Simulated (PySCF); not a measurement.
Frontier orbitals and the lowest excitations

Compound: CH2O3.
SMILES with atom numbers: `[O:1]=[C:2]([OH:3])[OH:4]` (hydrogens: H5 on O3; H6 on O4)

Geometry (PBE0-D3(BJ)/def2-SVP, Å), atoms numbered from 1 in this order:
```
atom  x, y, z in Å
O1     0.050    1.289    0.217
C2     0.007    0.106    0.013
O3     1.053   -0.662   -0.272
O4    -1.091   -0.642    0.037
H5     1.824   -0.079   -0.280
H6    -1.821   -0.042    0.240
```

Computed, not measured: PySCF, TDDFT CAM-B3LYP/def2-SVPD, vertical, gas phase, core orbitals frozen in the response.

Frontier orbitals with the atoms that hold most of them (Löwdin shares over 4%, at most four atoms; ? is withheld):

```json
{"orbital": "LUMO+2", "ε (eV)": "1.82", "atoms": "C2 42%, O1 28%, O4 13%, O3 13%"}
{"orbital": "LUMO+1", "ε (eV)": "1.47", "atoms": "O3 29%, O4 29%, O1 15%, H5 14%"}
{"orbital": "LUMO", "ε (eV)": "?", "atoms": "C2 31%, O4 19%, O3 19%, H6 11%"}
{"orbital": "HOMO", "ε (eV)": "-10.44", "atoms": "?"}
{"orbital": "HOMO-1", "ε (eV)": "-11.13", "atoms": "?"}
{"orbital": "HOMO-2", "ε (eV)": "-12.15", "atoms": "O4 44%, O3 44%, C2 7%"}
{"orbital": "HOMO-3", "ε (eV)": "-13.53", "atoms": "O1 33%, O3 25%, O4 25%, C2 12%"}
```

Task: Which atoms hold the HOMO, and with what shares?

Result: O1 (bonded to C) 69%; O3 (bonded to C and H) 11%; O4 (bonded to C and H) 11%; C2 (bonded to 3 O) 6%. By element: oxygen 92%, carbon 6%.

Task: Which atoms hold the HOMO-1, and with what shares?

Result: O1 (bonded to C) 53%; O3 (bonded to C and H) 16%; O4 (bonded to C and H) 16%; C2 (bonded to 3 O) 13%. By element: oxygen 86%, carbon 13%.

Task: What is the LUMO energy, and the HOMO–LUMO gap?

Result: ε(LUMO) = 0.61 eV; the gap is 11.05 eV (0.4060 hartree).

Task: The HOMO–LUMO gap is 11.05 eV. Where does the response calculation put the lowest singlet, and from which orbitals?

Result: S1 is at 7.09 eV (f = 0.0000), 3.96 eV below the gap, made of HOMO→LUMO+2 (96%). Its leading pair isn't HOMO and LUMO; the energies of that pair differ by 12.26 eV. Without the coupling terms of the response equations the lowest excitation would equal the gap.

Task: Give energy, strength and leading configuration of S2, S3 and S4, and follow the Löwdin shares of the leading atoms from the occupied to the empty orbital.

Result: 
- S2 (7.72 eV, f 0.041), HOMO→LUMO (96%): O1 69% → at most 11%, O3 11% → 19%, C2 6% → 31%, O4 11% → 19%
- S3 (8.29 eV, f 0.0006), HOMO-1→LUMO (93%): O1 53% → at most 11%, O3 16% → 19%, C2 13% → 31%, O4 16% → 19%
- S4 (8.67 eV, f 0.030), HOMO→LUMO+1 (73%): O1 69% → 15%, O3 11% → 29%, O4 11% → 29%

Löwdin shares depend on the basis, the more so with diffuse functions.

Hardware: an Intel Xeon Platinum 8259CL at 2.50 GHz with one thread, shared host with 96 logical CPUs at a one-minute load of 48. Cost: 26 s wall, 0.47 GiB resident at most.

One conformer stands for the species.
